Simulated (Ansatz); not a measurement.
System: Ge (P6₃/mmc, No. 194, 8 atoms in the cell; start mp-1091415; another form than the element's usual one). Method: r²SCAN+rVV10 (plane waves, PAW; Ansatz, a quantum-chemistry and plane-wave program).

Numerical settings: plane-wave cutoff 500 eV, 12×12×4 k mesh (along the axes of the cell as run), Fermi–Dirac smearing 0.05 eV, scalar-relativistic PAW data made under PBE.

Cell (relaxed at this level):

```yaml
crystal:
  lattice:
    - [3.98854, 0.00000, 0.00000]
    - [-1.99427, 3.45418, 0.00000]
    - [0.00000, 0.00000, 13.11135]
  atoms:
    - { symbol: Ge, position: [0.00000, 0.00000, 0.40687] }
    - { symbol: Ge, position: [0.00000, 0.00000, 0.59313] }
    - { symbol: Ge, position: [0.00000, 0.00000, 0.90687] }
    - { symbol: Ge, position: [0.00000, 0.00000, 0.09313] }
    - { symbol: Ge, position: [0.33333, 0.66667, 0.34407] }
    - { symbol: Ge, position: [0.66667, 0.33333, 0.65593] }
    - { symbol: Ge, position: [0.66667, 0.33333, 0.84407] }
    - { symbol: Ge, position: [0.33333, 0.66667, 0.15593] }
```

Predict the band gap.


- band gap: 0.29 eV (on the SCF k mesh)

Note: the relaxation could not lower the start's symmetry, so the cell can be a saddle point above a distorted one.

Spin–orbit coupling is not included.

A start named mp-… is a Materials Project structure, which need not be a measured phase.
